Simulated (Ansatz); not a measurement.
Species, as SMILES: N#[N+][O-].
Atoms: N1, N2, O3. Bonds: N1-N2, N2-O3.

Basis-set convergence of the harmonic zero-point energy at HF with Ansatz (a program for electronic structure). Each level at its own minimum, finite differences of forces, unscaled; the reference is a large set that could be run, not a limit. All functions are spherical. The program fits the integrals of some runs and decomposes those of others, by size. No added dispersion term, no relativity. Reference: the value in def2-QZVPP, 7.75 kcal/mol. Deviations are taken from unrounded values.

| basis | functions | harmonic zero-point energy (kcal/mol) |
|---|---|---|
| cc-pVDZ | 42 | 7.79 |
| aug-cc-pVDZ | 69 | 7.73 |
| def2-SVP | 42 | 7.88 |
| def2-SVPD | 63 | 7.83 |
| pcseg-1 | 42 | 7.73 |
| aug-pcseg-1 | 69 | 7.73 |
| 6-311G** | 54 | 7.72 |
| 6-311+G** | 66 | 7.57 |
| cc-pVTZ | 90 | 7.76 |
| aug-cc-pVTZ | 138 | 7.74 |
| pcseg-2 | 90 | 7.72 |
| aug-pcseg-2 | 138 | 7.74 |
| def2-TZVPP | 93 | 7.75 |
| def2-TZVPPD | 114 | 7.75 |

What the diffuse functions change, pair by pair:
- cc-pVDZ to aug-cc-pVDZ: 27 more functions, deviation 0.04 to -0.02 kcal/mol
- def2-SVP to def2-SVPD: 21 more functions, deviation 0.13 to 0.08 kcal/mol
- pcseg-1 to aug-pcseg-1: 27 more functions, deviation -0.02 to -0.02 kcal/mol
- 6-311G** to 6-311+G**: 12 more functions, deviation -0.03 to -0.18 kcal/mol
- cc-pVTZ to aug-cc-pVTZ: 48 more functions, deviation 0.01 to -0.01 kcal/mol
- pcseg-2 to aug-pcseg-2: 48 more functions, deviation -0.02 to -0.01 kcal/mol
- def2-TZVPP to def2-TZVPPD: 21 more functions, deviation 0.01 to 0.00 kcal/mol

They bring the value nearer the reference by more than 0.01 kcal/mol in 3 of 7 pairs.
